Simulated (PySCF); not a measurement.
Propyne, C₃H₄, SMILES C#CC (B3LYP/def2-SVP optimised geometry):

```
7

C     -0.288    -0.164     0.000
C     -0.815    -0.886     1.154
C     -1.252    -1.485     2.111
H     -0.623     0.886     0.000
H     -0.623    -0.624    -0.944
H      0.815    -0.164     0.000
H     -1.640    -2.015     2.960
```

Computed with B3LYP/def2-TZVP (PySCF 2.14.0).

Task: What are the frontier orbital energies and the dipole moment?

Result: HOMO-2 -11.85 eV, HOMO-1 -7.46 eV, HOMO -7.46 eV, LUMO 0.94 eV, LUMO+1 0.94 eV; dipole moment 0.82 D.

Meta-Löwdin charges at B3LYP/def2-TZVP: C1 -0.32, C2 -0.02, C3 -0.24, H4 0.14, H5 0.14, H6 0.14, H7 0.17.
